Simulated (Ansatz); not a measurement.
**MgHO (quartet): the correlation ladder, def2-QZVPP**

One table from this session's results is given with a row withheld; the runs are named, their logs left out.

The runs use Ansatz 0.2.0, Gaussian basis; def2-QZVPP, core rule «outside noble gas», up to 6 orbitals frozen.

To be run: UHF; ROHF; CCSD(T) on UHF.

2 further runs of the same task are left out: 2 set aside as unsound or not needed.

## The geometry

The geometry is a PBE0/def2-TZVP stationary point (not a proven minimum) of the parent state, kept for this charge and spin.

3 atoms, charge 0, spin multiplicity 4.

Atoms are counted from 1 here; the program's logs count them from 0.

Bond lengths: O1–Mg2 1.768 Å, O1–H3 0.948 Å. Angles: Mg2–O1–H3 180.0°.

Geometry (Å):

```xyz
3
charge 0, multiplicity 4
O     0.0000    0.0000    0.2735
Mg    0.0000    0.0000   -1.4948
H     0.0000    0.0000    1.2213
```

The first run:

in.yaml reads:

```yaml
crystal:
  periodic: [false, false, false]
  atoms:
    - {symbol: O, position_ang: [0.000000, 0.000000, 0.273500]}
    - {symbol: Mg, position_ang: [0.000000, 0.000000, -1.494800]}
    - {symbol: H, position_ang: [0.000000, 0.000000, 1.221300]}
basis:
  gaussian: {orbitals: "def2-QZVPP.json"}
magnetization: {spin_polarized: true, initial_magnetization: 3}
hamiltonian: {xc: hf}
output: {orbitals: {seedname: orbitals}}
```

Launch:

```sh
ansatz run in.yaml --threads 1 --pin off --events-out ev --progress --plain --max-ram 2393MiB
```

Among the steps run: UHF; ROHF; CCSD(T) on UHF.

One table of the session follows, with a row left open; its other results are not shown here.

| method | from UCCSD(T) (kcal/mol) |
| --- | --- |
| ROHF | +154.32 |
| UHF | +151.05 |
| UMP2 | +13.25 |
| UCCSD | ? |
| UCCSD(T) | 0 |

Q: Estimate the row for UCCSD from the others.

As computed: from UCCSD(T) (kcal/mol): +3.99. In the column «from UCCSD(T) (kcal/mol)» it lies between UCCSD(T) (0) and UMP2 (+13.25).
